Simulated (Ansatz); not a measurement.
`FN(F)F` from Hartree–Fock to CCSD(T)

Z-matrix (Å, degrees):
```
N
F 1 1.360
F 1 1.360 2 102.1
F 1 1.360 2 102.1 3 -105.4
```

Charge 0, multiplicity 1. The structure was optimised at the PBE0-D4/def2-TZVP level. Frozen core, restricted reference, Ansatz 0.2.0. CBS rows extrapolate triple and quadruple zeta.

```tsv
basis	HF (Eh)	MP2 corr.
def2-SVP	-352.24224	-0.72886
def2-TZVPP	-352.69884	-0.95848
def2-QZVPP	-352.71450	-1.04589
cc-pV(D+d)Z	-352.55439	-0.73547
cc-pV(T+d)Z	-352.67834	-0.96469
cc-pV(Q+d)Z	-352.70769	-1.04978
```

Task: Estimate the CCSD correlation energy and the (T) correction in each basis where they were run (hartree).

Result: 
```tsv
basis	CCSD corr.	(T)
def2-SVP	-0.74170	-0.01792
def2-TZVPP	-0.96234	-0.03463
def2-QZVPP	-1.04123	-0.04050
CBS(def2)	-1.09967	-0.04486
cc-pV(D+d)Z	-0.74708	-0.01832
cc-pV(T+d)Z	-0.96640	-0.03520
cc-pV(Q+d)Z	-1.04491	-0.04046
CBS(cc)	-1.10080	-0.04421
```
